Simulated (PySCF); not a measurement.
These are CAM-B3LYP-D3(BJ)/def2-TZVP run with PySCF values and carry that method's errors. Isolated molecules, 0 K electronic values unless said otherwise. 

Reference species (SMILES): `[OH]` (neutral, multiplicity 2).

highest occupied spin orbital: -10.72 eV

Changed species: `[B](I)I` (radical fragment; the reference has radical fragment).

**Question.** Give the shifts of the highest occupied spin orbital.

**Answer.** the highest occupied spin orbital increases by 3.53 eV, to -7.19 eV.
